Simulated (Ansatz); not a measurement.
# AlClH3N: a reaction path by the nudged elastic band

What path joins these two structures, and how high does it climb? Both ends were relaxed at PBE0-D4 in triple zeta.

The runs use Ansatz 0.2.0, Gaussian basis; PBE0-D4/def2-SVP.

16 further runs of the same task are left out: 16 set aside as unsound or not needed.

## Step 1: The starting structure

The first end: 6 atoms, charge 0, spin multiplicity 1.

Atoms are counted from 1 here; the program's logs count them from 0.

Bond lengths: Al1–N2 1.756 Å, Al1–H3 1.570 Å, Al1–Cl4 2.099 Å, N2–H5 1.007 Å, N2–H6 1.007 Å. Angles: N2–Al1–H3 121.9°, N2–Al1–Cl4 117.5°, H3–Al1–Cl4 120.6°, Al1–N2–H5 124.3°, Al1–N2–H6 125.0°, H5–N2–H6 110.7°.

Coordinates:

```csv
atom,x (Å),y (Å),z (Å)
Al1,-0.30736,-0.34494,-0.62105
N2,0.55190,0.32994,0.75357
H3,0.34555,-1.42039,-1.56068
Cl4,-2.25962,0.33905,-0.97421
H5,1.49020,0.07633,1.01708
H6,0.17943,1.02001,1.38529
```

The second end:

```xyz
6
charge 0, multiplicity 1
Al   -1.0631   -1.2121   -0.6847
N     0.6325   -0.0182    0.2090
H     1.4288    0.0535   -0.4169
Cl   -2.2349    0.6646   -0.5725
H     0.9688   -0.4031    1.0862
H     0.2680    0.9153    0.3789
```

## Step 2: The band at PBE0-D4/def2-SVP

Contents of neb/in.yaml:

```yaml
crystal:
  periodic: [false, false, false]
  atoms:
    - {symbol: Al, position_ang: [-0.307364, -0.344944, -0.621054]}
    - {symbol: N, position_ang: [0.551903, 0.329937, 0.753571]}
    - {symbol: H, position_ang: [0.345549, -1.420393, -1.560683]}
    - {symbol: Cl, position_ang: [-2.259618, 0.339055, -0.974209]}
    - {symbol: H, position_ang: [1.490203, 0.076334, 1.017082]}
    - {symbol: H, position_ang: [0.179426, 1.020011, 1.385293]}
basis:
  gaussian: {orbitals: def2-SVP}
hamiltonian: {xc: pbe0, dispersion: d4}
neb:
  images: 5
  climbing: true
  max_iterations: 40
  initial_path: idpp
  final_atoms:
    - {symbol: Al, position_ang: [-1.063073, -1.212094, -0.684673]}
    - {symbol: N, position_ang: [0.632530, -0.018212, 0.208973]}
    - {symbol: H, position_ang: [1.428847, 0.053468, -0.416911]}
    - {symbol: Cl, position_ang: [-2.234946, 0.664611, -0.572458]}
    - {symbol: H, position_ang: [0.968778, -0.403082, 1.086209]}
    - {symbol: H, position_ang: [0.267965, 0.915309, 0.378862]}
```

Command:

```console
ansatz run in.yaml --threads 2 --pin off --events-out ev --progress --plain --max-ram 4352MiB
```

Q: Predict the outcome of this session. Wanted: from earlier runs: barrier over the separately found saddle, CCSD(T)/def2-TZVPP.

The runs gave:

| quantity | value |
| --- | --- |
| PBE0-D4/def2-SVP, 11 iterations | highest 271.6 kJ/mol (image 3), last end +82.1 kJ/mol |
| from earlier runs: barrier over the separately found saddle, CCSD(T)/def2-TZVPP | 286.1 kJ/mol |

The highest image lies 271.6 kJ/mol above the first end, and it climbed, so it estimates the saddle. The ends are not quite minima at this level (largest force component 0.30 eV/Å), so the heights are unreliable: relaxing the first end would lower it and raise the barrier above it. The highest image is 14.5 kJ/mol below the CCSD(T) barrier in triple zeta, which comes from separate runs on the saddle.
